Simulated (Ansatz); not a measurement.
# C₂H₇NS₂, SMILES CNCSS: a ranking of conformers

Program: Ansatz 0.2.0, Python API.

Notebook, run cell by cell (the value of a cell's last expression is shown):

**Cell 1**
```python
import ansatz as az
from rdkit import Chem
from rdkit.Chem import AllChem
```

**Cell 2**
```python
rd = Chem.AddHs(Chem.MolFromSmiles("CNCSS"))
ids = list(AllChem.EmbedMultipleConfs(rd, numConfs=20, randomSeed=495, pruneRmsThresh=0.4))
field = [energy for _, energy in AllChem.MMFFOptimizeMoleculeConfs(rd)]
distinct = {round(e, 2): i for i, e in zip(ids, field)}
chosen = sorted(distinct.items())[:4]
found = []
for force_field, index in chosen:
    geometry = az.Crystal.molecule()
    for atom, xyz in zip(rd.GetAtoms(), rd.GetConformer(index).GetPositions()):
        geometry = geometry.atom(atom.GetSymbol(), xyz.round(5).tolist())
    base = (
        geometry.calculation()
        .basis(gaussian="cc-pVDZ")
        .correlation("MP2")
    )
    found.append(base.run().report["free_energy_ev"])
print("conformer   MMFF (kcal/mol)   this level (kJ/mol)")
for (force_field, index), e in zip(chosen, found):
    print(f"{index:9d} {force_field - chosen[0][0]:17.2f} {96.485332 * (e - min(found)):17.3f}")
```
Output:
```text
conformer   MMFF (kcal/mol)   this level (kJ/mol)
        5              0.00             7.868
        0              1.24            15.733
        2              1.27             0.000
        4              2.15             6.506
```

The conformers keep their force-field geometries. Timing: 10 s on 1 thread of Intel(R) Xeon(R) CPU @ 2.60GHz (Ice Lake), with other jobs on the host, peak memory 0.35 GiB.
